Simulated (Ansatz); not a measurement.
CH2O (charge -1), SMILES [CH2][O-], a saddle search for pyramidal inversion

Computed with Ansatz 0.2.0, Python API.

The cells in order, each with its output:

In [1]:
```python
import itertools
import warnings

import ansatz
from ase.data import atomic_numbers, covalent_radii
import numpy as np

warnings.simplefilter('ignore', ansatz.DeckWarning)
```

In [2]:
```python
geometry_ang = [
    ('C', [-0.0848, 0.0059, 0.2965]),
    ('O', [1.2463, -0.144, -0.0888]),
    ('H', [-0.4759, 0.9687, -0.0917]),
    ('H', [-0.6856, -0.8306, -0.116]),
]
system = ansatz.Crystal.molecule()
for symbol, xyz in geometry_ang:
    system = system.atom(symbol, xyz)
```

In [3]:
```python
setup = (
    system.calculation()
    .basis(gaussian='6-31G*')
    .functional('b3lyp', dispersion='d3bj')
    .charge(-1)
    .spin('collinear', total=1)
)
symbols = [site.symbol for site in system.cartesian_sites]
start = np.array([site.position_ang for site in system.cartesian_sites], dtype=float)
rep = setup.relax(force_tolerance=0.005, max_steps=100).run().report
end = np.array(rep['positions_ang'])
```

In [4]:
```python
# start with the apex atom pushed most of the way into the plane of its neighbours
a, b, d = end[[1, 2, 3]]
normal = np.cross(b - a, d - a)
normal /= np.linalg.norm(normal)
flat = end.copy()
flat[0] -= 0.8 * ((end[0] - a) @ normal) * normal
guess = np.zeros_like(flat)
guess[0] = normal
near = ansatz.Crystal.molecule()
for symbol, place in zip(symbols, flat):
    near = near.atom(symbol, place.tolist())
search = (
    near.calculation()
    .basis(gaussian='6-31G*')
    .functional('b3lyp', dispersion='d3bj')
    .charge(-1)
    .spin('collinear', total=1)
    .saddle(mode_guess=guess.tolist(), force_tolerance=0.01, max_steps=40)
)
steps = []
top = search.session().plan().execute(on_event=lambda e: steps.append(e['data']) if e['event'] == 'saddle_step' else None).report
for s in steps:
    print(f'step {s["step"]:2d}  E = {s["lagrangian_ev"]:.5f} eV  force {s["allowed_force_max_ev_ang"]:.4f} eV/A  curvature {s["curvature_ev_ang2"]:.3f} eV/A^2')
print(f'minimum {rep["free_energy_ev"]:.5f} eV, saddle {top["free_energy_ev"]:.5f} eV')
print(f'electronic barrier {96.485332 * (top["free_energy_ev"] - rep["free_energy_ev"]):.2f} kJ/mol')
saddle = np.array(top['positions_ang'])
# pairs closer than 1.2 times the sum of covalent radii, before or after
radius = [covalent_radii[atomic_numbers[s]] for s in symbols]
span = lambda where, i, j: np.linalg.norm(where[i] - where[j])
bonded = [(i, j) for i, j in itertools.combinations(range(len(symbols)), 2) if min(span(end, i, j), span(saddle, i, j)) < 1.2 * (radius[i] + radius[j])]
print('pair        before    after (A)')
for i, j in bonded:
    print(f'{symbols[i]}{i}-{symbols[j]}{j}'.ljust(10), f'{span(end, i, j):8.4f} {span(saddle, i, j):8.4f}')
for first, second in list(itertools.combinations(bonded, 2)):
    shared = set(first) & set(second)
    if shared and symbols[(j := shared.pop())] != 'H':
        i, k = sorted((set(first) | set(second)) - {j})
        u, v = saddle[i] - saddle[j], saddle[k] - saddle[j]
        angle = np.degrees(np.arccos(np.clip(u @ v / np.linalg.norm(u) / np.linalg.norm(v), -1, 1)))
        print(f'final angle {symbols[i]}{i}-{symbols[j]}{j}-{symbols[k]}{k}: {angle:.2f} deg')
```
```text
step  1  E = -3113.95782 eV  force 1.7033 eV/A  curvature -9.133 eV/A^2
step  2  E = -3113.97821 eV  force 0.3712 eV/A  curvature -7.869 eV/A^2
step  3  E = -3113.97692 eV  force 0.1808 eV/A  curvature -7.790 eV/A^2
step  4  E = -3113.97826 eV  force 0.0698 eV/A  curvature -7.832 eV/A^2
step  5  E = -3113.97825 eV  force 0.0278 eV/A  curvature -7.918 eV/A^2
step  6  E = -3113.97821 eV  force 0.0220 eV/A  curvature -7.982 eV/A^2
step  7  E = -3113.97821 eV  force 0.0011 eV/A  curvature -8.001 eV/A^2
minimum -3114.06998 eV, saddle -3113.97835 eV
electronic barrier 8.84 kJ/mol
pair        before    after (A)
C0-O1        1.3012   1.3062
C0-H2        1.1393   1.1170
C0-H3        1.1393   1.1170
final angle O1-C0-H2: 123.18 deg
final angle O1-C0-H3: 123.18 deg
final angle H2-C0-H3: 113.64 deg
```

Total energies depend on the basis set; only differences at equal settings carry meaning. The energies are electronic: no zero-point or thermal terms, and the basis set is short of its limit. No separate frequency run checks the order of the saddle point. The species is open-shell (spin multiplicity 2). b3lyp holds the VWN-RPA fit, as in Gaussian; the form of ORCA and Turbomole is b3lyp5. Anions want diffuse functions, which this basis lacks. Finished in 26 s on 1 thread of Arm Neoverse V2, on a shared host, peak memory 0.18 GiB.

(Lines on the test bed's own set-up are left out of the output.)
